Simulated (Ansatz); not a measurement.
Gas-phase reaction in SMILES: [F][Al]([F])[F] -> [F][Al][F] + F atom (the Al-F bond breaks)

Wanted: bond dissociation energy (electronic), in kcal/mol. Set-up: frozen cores in correlated levels; spin-orbit terms left out; UHF or UKS for open shells; non-relativistic; dispersion terms only where a functional's name holds one. Basis-set limits of correlation are two-point, X^-3; Hartree-Fock from the larger set. Ab initio and DFT rows: single points at B3LYP-D3(BJ) geometries (Ansatz, a program for electronic structure).

```csv
species,coefficient,"E at HF/STO-3G (Ansatz), Eh","E at wB97M-V/def2-TZVPD (Ansatz), Eh"
[F][Al]([F])[F],-1,-533.24713,-542.25790
[F][Al][F],+1,-435.10221,-442.26320
F atom,+1,-97.98651,-99.74647
```

Coupled cluster (Ansatz) is a level with limits of its own, used here on species with T1 under 0.025 (0.045 for open shells) and stable references: CCSD(T)/CBS(cc-pV(T+d)Z,cc-pV(Q+d)Z). Value to compare with, CCSD(T)/CBS(cc-pV(T+d)Z,cc-pV(Q+d)Z) (Ansatz): 158.5 kcal/mol. 1 Eh = 627.5095 kcal/mol.

Task: Work the quantity out at each level, and compare with CCSD(T)/CBS(cc-pV(T+d)Z,cc-pV(Q+d)Z) (Ansatz).

Result: 
- HF/STO-3G: the sum of coefficient times E is 0.15841 Eh, or 99.40 kcal/mol. Result: 99.4 kcal/mol. Its difference against CCSD(T)/CBS(cc-pV(T+d)Z,cc-pV(Q+d)Z) (Ansatz) is -59.1 kcal/mol.
- wB97M-V/def2-TZVPD: the sum of coefficient times E is 0.24823 Eh, or 155.77 kcal/mol. Result: 155.8 kcal/mol. Its difference against CCSD(T)/CBS(cc-pV(T+d)Z,cc-pV(Q+d)Z) (Ansatz) is -2.7 kcal/mol.
